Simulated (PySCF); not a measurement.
Ionisation energies (eV) were calculated with PySCF 2.14 by PBE0, MP2 (valence), PBE, in another order, as differences of total energies without spin-orbit coupling. The measured values are between term centres (NIST).

| species | measured | A | B | C |
| --- | --- | --- | --- | --- |
| F⁺ (aug-cc-pVTZ, non-relativistic) | 34.950 | 34.620 | 35.424 | 35.254 |
| Ne (aug-cc-pVTZ, non-relativistic) | 21.597 | 21.664 | 21.679 | 21.473 |
| Mg (aug-cc-pVTZ-DK, spin-free X2C) | 7.646 | 7.262 | 7.624 | 7.553 |
| Zn (aug-cc-pVTZ-DK, spin-free X2C) | 9.394 | 9.179 | 9.602 | 9.278 |
| Ga⁺ (aug-cc-pVTZ-DK, spin-free X2C) | 20.515 | 19.476 | 20.788 | 20.460 |
| Ge⁺ (aug-cc-pVTZ-PP with ECP10MDF, ECP) | 15.789 | 15.489 | 15.692 | 15.744 |
| Te (aug-cc-pVTZ-PP with ECP28MDF, ECP) | 8.749 | 8.357 | 8.721 | 8.722 |
| Tl (aug-cc-pVTZ-DK3, spin-free X2C) | 5.464 | 5.164 | 5.407 | 5.422 |

Question: Which column is which method?

Answer: A is MP2 (valence) (mean error -0.36 eV); B is PBE (mean error 0.10 eV); C is PBE0 (mean error -0.02 eV). Valence MP2 in a finite basis recovers only part of the missing correlation, so it stays below experiment on average. PBE, with gradient corrections, lies close to experiment on average, with errors of both signs. PBE0, with a quarter of exact exchange, lies close to experiment on average.
